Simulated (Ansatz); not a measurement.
Geometry optimisation, RKS PBE-D4/def2-SVP (Ansatz).

Input:

```yaml
crystal:
  periodic: [false, false, false]
  atoms:
    - { symbol: Si, position_ang: [0.068233, -0.385788, -0.441147] }
    - { symbol: H, position_ang: [0.676512, 0.483042, 2.007532] }
    - { symbol: H, position_ang: [1.447788, 0.1813, -0.42369] }
    - { symbol: O, position_ang: [-0.966945, 0.868223, -0.08627] }
    - { symbol: H, position_ang: [-1.912388, 0.705257, -0.243537] }
    - { symbol: H, position_ang: [-0.272496, -1.021937, -1.760677] }
    - { symbol: F, position_ang: [-0.047146, -1.589982, 0.632235] }
    - { symbol: H, position_ang: [0.676942, -0.231616, 2.100953] }
basis:
  gaussian: { orbitals: def2-SVP }
hamiltonian:
  xc: pbe
  dispersion: d4
relax:
  f_tol: 0.03
  max_steps: 50
output:
  orbitals: {}
```

Command:

```bash
$ ansatz run input.yaml --threads 1 --pin off --max-ram 2048MiB --backend cpu --events-out ev --progress --plain --runs-dir out
```

**Question.** Where does it end, and by what steps?

**Answer.** The forces met the threshold. The force dipped under the threshold on the way, but the program's further checks kept it going. After 21 steps the energy has fallen by 0.195 eV; H2 moved furthest, 1.43 Å.

| step | energy less start (eV) | largest force component (eV/Å) | accepted |
| --- | --- | --- | --- |
| 0 | 0.0000 | 1.906 | yes |
| 1 | -0.1280 | 0.413 | yes |
| 2 | -0.1650 | 0.134 | yes |
| 3 | -0.1740 | 0.039 | yes |
| 4 | -0.1697 | 0.467 | no |
| 5 | -0.1750 | 0.020 | yes |
| 6 | -0.1775 | 0.171 | yes |
| 7 | -0.1744 | 0.597 | no |
| 8 | -0.1800 | 0.088 | yes |
| 9 | -0.1822 | 0.131 | yes |
| 10 | -0.1832 | 0.312 | yes |
| 11 | -0.1878 | 0.051 | yes |
| 12 | -0.1883 | 0.104 | yes |
| 13 | -0.1909 | 0.102 | yes |
| 14 | -0.1905 | 0.261 | no |
| 15 | -0.1902 | 0.193 | no |
| 16 | -0.1921 | 0.020 | yes |
| 17 | -0.1932 | 0.051 | yes |
| 18 | -0.1933 | 0.163 | yes |
| 19 | -0.1941 | 0.051 | yes |
| 20 | -0.1944 | 0.024 | yes |
| 21 | -0.1947 | 0.016 | yes |

```xyz
8
Properties=species:S:1:pos:R:3
Si -0.053 -0.315 -0.729
H 1.237 0.132 3.271
H 1.275 0.347 -0.890
O -1.179 0.910 -0.717
H -2.113 0.637 -0.745
H -0.347 -1.347 -1.779
F -0.059 -1.128 0.699
H 0.910 -0.227 2.675
```

Time of the run: 39 s on 1 thread of Arm Neoverse V2, with other jobs on the host, peak memory 0.13 GiB.
